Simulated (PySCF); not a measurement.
# O2 (triplet) at other levels of theory

What do other methods print for O2 (triplet)?

Computed with PySCF 2.14.0. Level: each script names its method and basis.

## 1. Where the work starts

O2 (triplet): 2 atoms, charge 0, spin multiplicity 3.

Bond lengths: O1–O2 1.200 Å.

## 2. The base run

The input, input.py:

```python
from pyscf import gto, dft

mol = gto.M(
    atom='O 0 0 0; O 0 0 1.2',
    basis='ano-rcc-vdzp',
    charge=0,
    spin=2,
    verbose=4,
)
mf = dft.UKS(mol, xc='b3lyp')
mf = mf.sfx2c1e()
mf.kernel()
mf.dip_moment()
print('orbital energies (hartree):', [e[max(0, n-3):n+3].round(4) for e, n in zip(mf.mo_energy, mol.nelec)])
```

Run with:

```sh
OMP_NUM_THREADS=1 python input.py
```

## 3. TDDFT

Variant 1 changes step after the SCF: none → tddft; number of roots: none → 4.

Changes to input.py since step 2:

```diff
@@ -1,2 +1,2 @@
-from pyscf import gto, dft
+from pyscf import gto, dft, tdscf
 
@@ -12,2 +12,6 @@
 mf.kernel()
+td = tdscf.TDDFT(mf)
+td.nstates = 4
+td.kernel()
+td.analyze()
 mf.dip_moment()
```

## 4. B3lyp5

Variant 2 changes functional: b3lyp → b3lyp5.

Changes to input.py since step 2:

```diff
@@ -9,3 +9,3 @@
 )
-mf = dft.UKS(mol, xc='b3lyp')
+mf = dft.UKS(mol, xc='b3lyp5')
 mf = mf.sfx2c1e()
```

## 5. M062x

Variant 3 changes functional: b3lyp → m062x.

Changes to input.py since step 2:

```diff
@@ -9,3 +9,3 @@
 )
-mf = dft.UKS(mol, xc='b3lyp')
+mf = dft.UKS(mol, xc='m062x')
 mf = mf.sfx2c1e()
```

## 6. CASCI (ROHF)

Variant 4 changes step after the SCF: none → casci; SCF type: UKS → ROHF; functional: b3lyp → none (Hartree–Fock); active space: none → 6 electrons in 8 orbitals.

The input, input.py:

```python
from pyscf import gto, scf, mcscf

mol = gto.M(
    atom='O 0 0 0; O 0 0 1.2',
    basis='ano-rcc-vdzp',
    charge=0,
    spin=2,
    verbose=4,
)
mf = scf.ROHF(mol)
mf = mf.sfx2c1e()
mf.kernel()
mc = mcscf.CASCI(mf, 8, 6)
mc.kernel()
mc.analyze()
mf.dip_moment()
print('orbital energies (hartree):', mf.mo_energy[..., max(0, mol.nelec[1]-3):mol.nelec[0]+3].round(4))
```

Before running it: what results should come out? Wanted: for each run, E(SCF); from base; gap, α spin; after the SCF.

**Answer**, as computed:

```csv
run,E(SCF) (hartree),from base (eV),cycles,"gap, α spin (eV)",after the SCF
base,-150.490575,0,7,12.25,n/a
TDDFT,-150.490575,0.0000,7,12.25,lowest root found 6.22 eV
b3lyp5,-150.430648,not comparable,7,12.24,n/a
m062x,-150.432278,not comparable,7,16.07,n/a
CASCI (ROHF),-149.759141,not comparable,7,n/a,CASCI correlation -1.729 eV
```

In words: The α-spin gap between the frontier levels is 12.2 eV with b3lyp5 (20 % exact exchange) and 16.1 eV with m062x (54 %): exact exchange opens it. A lower total energy from another functional means nothing by itself. The dearest run is “TDDFT”, at 11 s against 1.6 s.
